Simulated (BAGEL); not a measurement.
# [SiPH4]− (SMILES [SiH2-]P) at HF/6-31G(d) (density fitting with qzvpp-jkfit, spherical functions)

Aim: the energy change on altering one bond length of [SiPH4]− at HF/6-31G* (density fitting with qzvpp-jkfit, spherical functions), from 2 runs. 

The results are computed with BAGEL 1.2.2.

1 further run of the same task is left out (set aside as unsound or not needed).

**1. Starting point**

The species is [SiPH4]− (6 atoms), meant as a singlet with charge -1. SMILES: `[SiH2-]P`. The shape is that of a GFN2-xTB optimisation. This is one conformer, not always the lowest.

Bond lengths: Si1–P2 2.225 Å, Si1–H3 1.503 Å, Si1–H4 1.503 Å, P2–H5 1.375 Å, P2–H6 1.375 Å. Angles: Si1–P2–H5 94.0°, Si1–P2–H6 94.1°, P2–Si1–H3 96.4°, P2–Si1–H4 96.5°, H5–P2–H6 91.3°, H3–Si1–H4 96.7°.

**2. The energy at HF/6-31G(d) (density fitting with qzvpp-jkfit, spherical functions)**

hf.json reads:

```json
{ "bagel": [

{
  "title": "molecule",
  "basis": "6-31gs.json",
  "df_basis": "qzvpp-jkfit",
  "angstrom": "true",
  "geometry": [
    { "atom": "Si", "xyz": [       0.357650,      -1.019850,      -0.132620 ] },
    { "atom": "P", "xyz": [      -0.355230,       1.071380,       0.132600 ] },
    { "atom": "H", "xyz": [      -0.387090,      -1.600590,       1.036860 ] },
    { "atom": "H", "xyz": [      -0.642080,      -1.408110,      -1.185860 ] },
    { "atom": "H", "xyz": [       0.407400,       1.565440,      -0.899820 ] },
    { "atom": "H", "xyz": [       0.619350,       1.391730,       1.048840 ] }
  ]
},

{
  "title": "hf",
  "charge": -1
},

{
  "title": "print",
  "file": "orbitals.molden",
  "orbitals": "true"
}

]}
```

The basis set 6-31G* is read from a file made from the Basis Set Exchange's data (not shown).

The run is started by

```sh
BAGEL_NUM_THREADS=1 BAGEL hf.json > hf.out
```

The log of the run:

```text
* using 1 threads per process

  ===============================================================
  ===============================================================

  *** Geometry ***

  { "atom" : "Si", "xyz" : [      0.675861,     -1.927237,     -0.250615 ] },
  { "atom" : "P", "xyz" : [     -0.671287,      2.024615,      0.250578 ] },
  { "atom" : "H", "xyz" : [     -0.731494,     -3.024677,      1.959381 ] },
  { "atom" : "H", "xyz" : [     -1.213355,     -2.660942,     -2.240951 ] },
  { "atom" : "H", "xyz" : [      0.769874,      2.958253,     -1.700413 ] },
  { "atom" : "H", "xyz" : [      1.170402,      2.629989,      1.982020 ] },

  Number of auxiliary basis functions:      328

  Since a DF basis is specified, we compute 2- and 3-index integrals:
    o Being stored without compression. Storage requirement is 0.005 GB

  Number of basis functions:       44
  Number of electrons      :       33

    * METHOD: MOLECULE                             0.08

  *** RHF ***

  === Nuclear Repulsion ===
    83.5745440871

      * DIIS with orbital gradients will be used.

  === RHF iteration (6-31gs.json) ===
      0       -631.87822985          0.01081645           0.01
      1       -631.91642431          0.00324548           0.01
      2       -631.92042355          0.00109571           0.01
      3       -631.92099240          0.00019402           0.01
      4       -631.92102763          0.00005106           0.01
      5       -631.92103032          0.00001138           0.01
      6       -631.92103044          0.00000285           0.01
      7       -631.92103044          0.00000069           0.01
      8       -631.92103044          0.00000014           0.01
      9       -631.92103044          0.00000004           0.01
     10       -631.92103044          0.00000001           0.01
     11       -631.92103044          0.00000000           0.01
    * SCF iteration converged.

    * Permanent dipole moment:
           (    0.285441,    -1.116390,    -0.132127) a.u.

    * METHOD: HF                                   0.21

    * METHOD: PRINT                                0.01

  ===============================================================
```

Run time: 0.42 s. Hardware: 1 thread of Arm Neoverse V1, shared host.

**3. The distorted shape**

calc.json reads:

```json
{ "bagel": [

{
  "title": "molecule",
  "basis": "6-31gs.json",
  "df_basis": "qzvpp-jkfit",
  "angstrom": true,
  "geometry": [
    { "atom": "Si", "xyz": [    0.065287,   -1.115952,   -0.407482 ] },
    { "atom": "P", "xyz": [   -0.647593,    0.975278,   -0.142262 ] },
    { "atom": "H", "xyz": [   -0.679453,   -1.696692,    0.761998 ] },
    { "atom": "H", "xyz": [   -0.934443,   -1.504212,   -1.460722 ] },
    { "atom": "H", "xyz": [    0.115037,    1.469338,   -1.174682 ] },
    { "atom": "H", "xyz": [    0.619350,    1.391730,    1.048840 ] }
  ]
},
{
  "title": "hf",
  "charge": -1
},
{
  "title": "print",
  "file": "orbitals.molden",
  "orbitals": true
}

]}
```

The basis set 6-31G* is read from a file made from the Basis Set Exchange's data (not shown).

The run is started by

```sh
BAGEL_NUM_THREADS=1 BAGEL calc.json > calc.out
```

The log of the run:

```text
* using 1 threads per process

  ===============================================================
  ===============================================================

  *** Geometry ***

  { "atom" : "Si", "xyz" : [      0.123375,     -2.108844,     -0.770029 ] },
  { "atom" : "P", "xyz" : [     -1.223773,      1.843008,     -0.268836 ] },
  { "atom" : "H", "xyz" : [     -1.283980,     -3.206283,      1.439968 ] },
  { "atom" : "H", "xyz" : [     -1.765841,     -2.842549,     -2.760365 ] },
  { "atom" : "H", "xyz" : [      0.217388,      2.776646,     -2.219827 ] },
  { "atom" : "H", "xyz" : [      1.170402,      2.629989,      1.982020 ] },

  Number of auxiliary basis functions:      328

  Since a DF basis is specified, we compute 2- and 3-index integrals:
    o Being stored without compression. Storage requirement is 0.005 GB

  Number of basis functions:       44
  Number of electrons      :       33

    * METHOD: MOLECULE                             0.08

  *** RHF ***

  === Nuclear Repulsion ===
    81.9478856580

      * DIIS with orbital gradients will be used.

  === RHF iteration (6-31gs.json) ===
      0       -631.84674306          0.01082387           0.01
      1       -631.88498048          0.00335661           0.01
      2       -631.88929963          0.00123472           0.01
      3       -631.89002155          0.00023383           0.01
      4       -631.89007761          0.00007977           0.01
      5       -631.89008562          0.00002742           0.01
      6       -631.89008654          0.00000950           0.01
      7       -631.89008664          0.00000278           0.01
      8       -631.89008665          0.00000069           0.01
      9       -631.89008665          0.00000019           0.01
     10       -631.89008665          0.00000005           0.01
     11       -631.89008665          0.00000001           0.01
     12       -631.89008665          0.00000000           0.01
    * SCF iteration converged.

    * Permanent dipole moment:
           (    0.522827,    -0.963830,     0.150016) a.u.

    * METHOD: HF                                   0.22

    * METHOD: PRINT                                0.01

  ===============================================================
```

Run time: 0.42 s. Hardware: 1 thread of Arm Neoverse V1, shared host.

**4. Outcome**

At HF/6-31G* (density fitting with qzvpp-jkfit, spherical functions):

```
                                                              quantity          value
                                             first shape: total energy  -631.92103 Eh
                                              first shape: HOMO energy       -1.46 eV
                                              first shape: LUMO energy        8.97 eV
    first shape: HOMO–LUMO gap (to an unbound level, set by the basis)       10.43 eV
                                         distorted shape: total energy  -631.89009 Eh
                                          distorted shape: HOMO energy       -1.58 eV
                                          distorted shape: LUMO energy        7.81 eV
distorted shape: HOMO–LUMO gap (to an unbound level, set by the basis)        9.39 eV
     energy change with the P2–H6 bond stretched from 1.375 to 1.788 Å       0.842 eV
```

**Reading.** With the P2–H6 bond stretched from 1.375 to 1.788 Å the energy rises by 0.84 eV (19.4 kcal/mol). The first shape isn't relaxed at this level, so the change isn't measured from a minimum.
